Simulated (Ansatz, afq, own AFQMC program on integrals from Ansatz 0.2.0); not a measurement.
Two steps: Ansatz 0.2.0 writes the Fock matrix and Cholesky factors of the valence space, and afq projects on them the lowest state that overlaps trial and start.

```yaml
crystal:
  periodic: [false, false, false]
  atoms:
    - {symbol: B, position_ang: [0.000000, -0.185227, 0.772970]}
    - {symbol: N, position_ang: [0.000000, 0.087426, -0.705019]}
    - {symbol: H, position_ang: [0.000000, 0.771807, 1.506451]}
basis:
  gaussian: {orbitals: cc-pVDZ}
total_charge: 1
magnetization: {spin_polarized: true, initial_magnetization: 2}
correlation: {method: ccsd_t, electrons: outside_noble_gas, hamiltonian_folder: ham}
```

```sh
$ ansatz run in.yaml --threads 1 --pin off --events-out ev --progress --plain --max-ram 24576MiB --backend cuda --devices 0, --max-vram 18GiB
```

afq runs on the folder ham with

```
--method phaseless --trial cisd --walkers 4000 --populations 20 --least-time 60 --time-step 0.005 --steps-per-block 50 --equilibration-blocks 28 --max-blocks 4000 --target-error 0.00017 --factor-cut 1e-05 --start spin_pure --seed 3290 --release-times 0.24,0.51,0.99,1.62,2.4 --release-step 0.03 --release-every 3 --taylor-order 6
```

Times are imaginary, in 1/Eh. The walk had a cap of 122 s. With eight or more populations the least sampling time is a fifth of least-time, and the error comes from their spread.

afq prints:

```
orbitals 31  electrons 5 3  factors 231 of 312
reference energy -79.25274442 Eh
CCSD correlation -0.18542372 Eh in 17 cycles, weight of the determinant in the CISD state 0.8876
energy of the start -79.437897 Eh
 block  time / (1/Eh)  mean weight  energy / Eh
     1     0.250  1.0001  -79.437088
     2     0.500  0.9999  -79.438816
     3     0.750  1.0000  -79.440112
     4     1.000  0.9999  -79.441497
     5     1.250  1.0002  -79.442305
     8     2.000  1.0001  -79.444254
    11     2.750  0.9999  -79.444784
    17     4.250  1.0001  -79.445737
    23     5.750  0.9998  -79.445373
    29     7.250  0.9997  -79.445143
    35     8.750  1.0003  -79.446253
    41    10.250  1.0002  -79.446034
    47    11.750  1.0000  -79.445176
    53    13.250  1.0000  -79.444572
    59    14.750  1.0000  -79.444600
    65    16.250  0.9998  -79.445867
    71    17.750  1.0001  -79.445093
    73    18.250  1.0001  -79.444372
    77    19.250  1.0001  -79.444772
    83    20.750  0.9997  -79.446439
    89    22.250  1.0001  -79.445955
    95    23.750  1.0000  -79.445761
    97    24.250  1.0002  -79.445725
error from the spread of 20 populations
released: time / (1/Eh)  energy / Eh  error  mean overlap
  0.24  -79.445624  0.000148  1.0010
  0.51  -79.445922  0.000160  1.0012
  0.99  -79.446207  0.000099  1.0018
  1.62  -79.446158  0.000244  1.0027
  2.40  -79.446376  0.000165  0.9949
energy -79.445426 +/- 0.000154 Eh
(rows thinned)
```

The run passed its tests (sampling time, drift between the halves within three errors, error under three times the target), which doesn't prove that it has relaxed.

Against this walk (error 4.2 meV) on the same determinant: CCSD(T) 25.1 meV higher, CCSDT(Q) 33.0 meV lower, CCSDTQ 28.4 meV lower. The error is statistical and leaves out the bias of the constraint. Released to 2.40 1/Eh the energy lies 26 ± 6 meV (both errors) below the phaseless value, which shows part or all of the bias of the constraint, and CCSDTQ lies 2.6 meV below the released value. CCSDTQ is the surest value here, so the walk's 28 meV above it is most likely the bias of the constraint with this trial, which can have either sign.

Cautions: constraint bias not in the error; lower spins were not checked; raised T1 diagnostic (T1 0.043, weight of the determinant 0.89, largest double 0.06).

The walk took 62 s on 1 × NVIDIA H100 80GB HBM3 with 2 threads of AMD EPYC 7R13 Processor (Zen 3) (shared host) (the card was shared). The log's last line is the phaseless energy.

CCSDT and higher add their correlation energy to the determinant of the CCSD(T) run, since their own runs factorise the integrals more tightly (a shift of under 2 meV). A walk keeps the symmetry of its determinant, which the program's search chose and which needn't be the lowest solution, so a lower state of the same spin and another symmetry isn't excluded.
